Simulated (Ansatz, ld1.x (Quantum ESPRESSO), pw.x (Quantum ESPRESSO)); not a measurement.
**What a changed setting does to a pw.x run (bcc Al)**

Potential: ultrasoft, ld1.x (Quantum ESPRESSO) 7.5, PBEsol; core [Ne], reference 3s2 3p1; waves: 3s (bound): rcut 1.55, rcutus 1.80 bohr; 3s channel at 4.3 Ry: rcut 1.55, rcutus 1.80 bohr; 3p (bound): rcut 2.60, rcutus 2.75 bohr; 3p channel at 0.25 Ry: rcut 2.60, rcutus 2.75 bohr; 3d channel at 0.4 Ry: rcut 1.80, rcutus 2.45 bohr; 3d channel at 0.75 Ry: rcut 1.80, rcutus 2.45 bohr; local part: all-electron potential smoothed inside 1.85 bohr (lloc = -1); core correction: a·sin(br)/r model core inside 1.45 bohr; augmentation: PSQ, radius 1.55 bohr.

The reference run (k-mesh 14³, cutoffs 40/320 Ry, Fermi–Dirac 0.01 Ry, mixing_beta 0.4, conv_thr 1e-9, no spin) gives -0.35 GPa at 16.575 Å³/atom, where all-electron LAPW gives 0.16 GPa. This run, with its own iteration cap, changes mixing_mode to local-TF.

```
&control
  calculation='scf', prefix='x', pseudo_dir='./', outdir='./tmp', tstress=.true., disk_io='none'
/
&system
  ibrav=0, nat=1, ntyp=1, ecutwfc=40, ecutrho=320, nbnd=8,
  occupations='smearing', smearing='fd', degauss=0.01
/
&electrons
  conv_thr=1e-09, mixing_beta=0.4, electron_maxstep=60, mixing_mode='local-TF'
/
ATOMIC_SPECIES
Al 1.0 Al.UPF
CELL_PARAMETERS angstrom
  -1.60619344 1.60619344 1.60619344
  1.60619344 -1.60619344 1.60619344
  1.60619344 1.60619344 -1.60619344
ATOMIC_POSITIONS crystal
Al 0.0000 0.0000 0.0000
K_POINTS automatic
14 14 14 0 0 0
```

```bash
pw.x < Al.scf.in > Al.scf.out
```

Q: How does the run end?

A: It converges in 6 iterations; the free energy moves by +0.0 meV/atom and the pressure by +0.00 GPa. The result is that of the reference run.

```
Message from routine setup:
     using ibrav=0 with symmetry is DISCOURAGED, use correct ibrav instead
     lattice parameter (alat)  =       5.2572  a.u.
     unit-cell volume          =     111.8536 (a.u.)^3
     number of electrons       =         3.00
     number of Kohn-Sham states=            8
     kinetic-energy cutoff     =      40.0000  Ry
     charge density cutoff     =     320.0000  Ry
     scf convergence threshold =      1.0E-09
     Exchange-correlation= PBESOL
     number of k points=   104  Fermi-Dirac smearing, width (Ry)=  0.0100
     iteration #  1     ecut=    40.00 Ry     beta= 0.40
     total energy              =      -4.86236833 Ry
     estimated scf accuracy    <       0.00656417 Ry
     iteration #  2     ecut=    40.00 Ry     beta= 0.40
     total energy              =      -4.86110404 Ry
     estimated scf accuracy    <       0.00333529 Ry
     iteration #  3     ecut=    40.00 Ry     beta= 0.40
     total energy              =      -4.86123770 Ry
     estimated scf accuracy    <       0.00001803 Ry
     iteration #  4     ecut=    40.00 Ry     beta= 0.40
     total energy              =      -4.86124382 Ry
     estimated scf accuracy    <       0.00000008 Ry
     iteration #  5     ecut=    40.00 Ry     beta= 0.40
     total energy              =      -4.86124386 Ry
     estimated scf accuracy    <       0.00000003 Ry
     iteration #  6     ecut=    40.00 Ry     beta= 0.40
     the Fermi energy is     7.7964 ev
!    total energy              =      -4.86124386 Ry
     estimated scf accuracy    <          1.3E-10 Ry
     smearing contrib. (-TS)   =      -0.00173979 Ry
     The total energy is F=E-TS. E is the sum of the following terms:
     one-electron contribution =       2.93206279 Ry
     hartree contribution      =       0.00350926 Ry
     xc contribution           =      -2.39965044 Ry
     ewald contribution        =      -5.39542568 Ry
     convergence has been achieved in   6 iterations
          total   stress  (Ry/bohr**3)                   (kbar)     P=       -3.54
     Message from routine punch:
     Nothing written, as per user request (disk_io='none')
```

The run took about 4.9 s on one core of a shared host (Neoverse-V2, 96 threads, 742 GiB, load 34).
